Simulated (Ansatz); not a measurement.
## Ansatz (development build ahead of 0.2.0) run

```yaml
crystal:
  periodic: [false, false, false]
  atoms:
    - { symbol: H, position_ang: [0.0, 0.36021, -1.10769] }
    - { symbol: P, position_ang: [0.0, -0.72042, 0.0] }
    - { symbol: H, position_ang: [0.0, 0.36021, 1.10769] }
basis:
  gaussian: { orbitals: def2-SVP }
magnetization:
  initial_magnetization: 1
hamiltonian:
  xc: hf
correlation:
  method: ccsd_t
  frozen_orbitals: { H: 0, P: 5 }
scf:
  omitted_lower_state_checks: [starts, atomic_configurations, cluster_reference, orbital_swaps, given_window_search, neighbouring_geometries, increment]
```

The input is written out in the form of the current development build from the run's settings. Correlation on restricted open-shell orbitals is semicanonical, with singles.

The run gave:

```
Converged          : yes
Reference energy   : -341.74727 hartree
Correlation energy : -0.14140 hartree
Total energy       : -341.88867 hartree
Stability test     : minimum among restricted orbitals
```
